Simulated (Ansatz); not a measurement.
Cost and result for the atomization energy of C$_{3}$H$_{5}$ClO, SMILES `C=CC(O)Cl` (10 atoms, 9 bonds).

```csv
atom,x (Å),y (Å),z (Å)
C1,1.045,-0.913,0.738
C2,-0.103,-0.270,0.609
C3,-0.718,0.261,-0.647
O4,-1.003,1.608,-0.552
Cl5,0.304,-0.086,-2.102
H6,1.666,-1.141,-0.120
H7,1.392,-1.234,1.713
H8,-0.713,-0.054,1.484
H9,-1.663,-0.238,-0.861
H10,-0.207,2.067,-0.262
```

Charge 0, multiplicity 1. The geometry is a stationary point of PBE0-D4/def2-TZVP. It is one conformer, not always the lowest. Program: Ansatz. All runs use 4 threads of an Intel Xeon on a shared host. Times are those of one run each, without the atoms' runs, and a repeat can differ threefold. Electronic energies, without spin–orbit coupling; frozen cores. CCSD(T)/CBS adds CCSD(T) − MP2 in def2-TZVPP to the MP2 limit, and its time is that of the two runs behind it. T1 = 0.011. HSE06 is the plane-wave form, built on full-range PBE exchange.

CCSD(T)/CBS is a level of theory with its own doubt, some kJ/mol a heavy atom from the limit and from the frozen cores, so smaller differences don't rank the functionals.

```
                             level  functions  atomization (kcal/mol)  difference from CCSD(T)/CBS  per bond
                CCSD(T)/def2-TZVPP        236                   915.2                        -24.9      -2.8
             r2SCANh-D4/def2-TZVPP        236                   937.0                         -3.1      -0.3
               PBE-QIDH/def2-TZVPP        236                   937.0                         -3.1      -0.3
  ωB97M-V/def2-TZVPP (with forces)        236                   943.5                          3.4       0.4
                PBE0-D4/def2-TZVPP        236                   947.7                          7.6       0.8
                BLYP-D4/def2-TZVPP        236                   940.5                          0.4       0.0
           CAM-B3LYP-D4/def2-TZVPP        236                   941.7                          1.6       0.2
               HSE06-D4/def2-TZVPP        236                   948.6                          8.5       0.9
                 CCSD(T)/CBS(def2)          –                   940.1                          0.0       0.0
                    MP2/def2-QZVPP        448                   951.3                         11.2       1.2
r2SCAN-D4/def2-TZVPP (with forces)        236                   944.1                          4.0       0.4
                  CCSD(T)/def2-SVP         99                   893.2                        -46.9      -5.2
                 B2PLYP/def2-TZVPP        236                   929.6                        -10.5      -1.2
```

(1) Order the runs by time, with rough figures. (Best estimate.)

## Answers

(1) Ansatz gave: BLYP-D4/def2-TZVPP 1.4 s; PBE0-D4/def2-TZVPP 1.8 s; HSE06-D4/def2-TZVPP 2.1 s; CAM-B3LYP-D4/def2-TZVPP 2.2 s; r2SCAN-D4/def2-TZVPP (with forces) 2.7 s; CCSD(T)/def2-SVP 2.8 s; r2SCANh-D4/def2-TZVPP 2.9 s; B2PLYP/def2-TZVPP 3.5 s; PBE-QIDH/def2-TZVPP 3.5 s; ωB97M-V/def2-TZVPP (with forces) 6 s; MP2/def2-QZVPP 13 s; CCSD(T)/def2-TZVPP 56 s; CCSD(T)/CBS(def2) 69 s.

At CCSD(T), def2-SVP lies −46.9 kcal/mol from the extrapolated value and def2-TZVPP −25.0 kcal/mol: correlation converges slowly with the basis, and small sets miss more of it in the bonded molecule than in its fragments. From PBE to PBE0 (25 % exact exchange), in def2-TZVPP and without D4, the atomization energy moves by −21.5 kcal/mol: exact exchange takes away binding that semilocal exchange gives to molecules. The D4 term adds +7.7 kcal/mol with B3LYP and +4.0 kcal/mol with PBE0; it sums over pairs of atoms, weighted by their polarisabilities, and B3LYP, whose exchange is more repulsive, gets the larger term.

B3LYP here is the variant with VWN-RPA as its local correlation; programs differ in this.
